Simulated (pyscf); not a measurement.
# Four-centre exchange: HO–B(F)–F (SMILES OB(F)F) + H₂ (SMILES [H][H]) → HO–BH–F (SMILES OBF) + HF (SMILES F)

Gas phase, singlet surface, charge 0. Bonds broken: B2–F3, H6–H7. Bonds formed: B2–H6, F3–H7. Single points on ωB97X-D3(BJ)/def2-SVP structures (PySCF, gas phase).

Transition state (Å):

```xyz
7

O      0.4759     0.8443     0.0525
B     -0.4245    -0.1132    -0.3051
F     -1.8159     0.0001     0.5470
F     -0.7525    -0.3569    -1.5840
H      0.6415     1.4767    -0.6554
H     -0.1929    -1.2608     0.3830
H     -1.1047    -0.8951     0.7441
```

One imaginary mode, 1229i cm⁻¹; descent along it reached the two sides named, in the forms told below.

```csv
bond,change,reactant side (Å),saddle,product side
B2–F3,breaks,1.324,1.636,2.8
H6–H7,breaks,0.760,1.047,2.7
B2–H6,forms,3.0,1.358,1.200
F3–H7,forms,2.7,1.160,0.931
```

Electronic energies relative to the separated reactants (kcal/mol):

```tsv
level	barrier	reaction energy	reverse barrier
ωB97X-D3(BJ)/def2-TZVP	53.6	+28.8	24.8
PBE/def2-TZVP	46.6	+28.4	18.2
r²SCAN/def2-TZVP	50.5	+31.5	19.0
B3LYP-D3(BJ)/def2-TZVP	54.1	+29.4	24.6
PBE0-D3(BJ)/def2-TZVP	50.1	+28.6	21.5
M06-2X/def2-TZVP	56.0	+31.5	24.5
ωB97M-D3(BJ)/def2-TZVP	53.2	+29.1	24.1
HF/def2-TZVP	71.9	+30.0	41.9
```

With ωB97M-D3(BJ)/def2-TZVP energies and thermal terms (ideal gas, 1 atm, RRHO with modes under 100 cm⁻¹ raised to 100, one conformer, R ln 2 for chiral ones without a mode under 150 cm⁻¹), in kcal/mol:

```
T (K)   ΔH‡   ΔG‡     ΔH     ΔG
-----  ----  ----  -----  -----
298    54.7  62.8  +32.0  +30.4
600    53.7  71.4  +31.4  +29.0
900    53.4  80.3  +30.9  +27.9
1200   53.4  89.2  +30.5  +26.9
```

On the product side the descent ends in a complex, 4.3 kcal/mol under the separated species and 29.1 kcal/mol under the saddle at ωB97X-D3(BJ)/def2-TZVP. The same reactants have a lower exit, to F–BH–F + H₂O (barrier +46.7 kcal/mol at ωB97M-D3(BJ)/def2-TZVP, against +53.2 kcal/mol here). One saddle was located; it need not be the lowest between these sides.
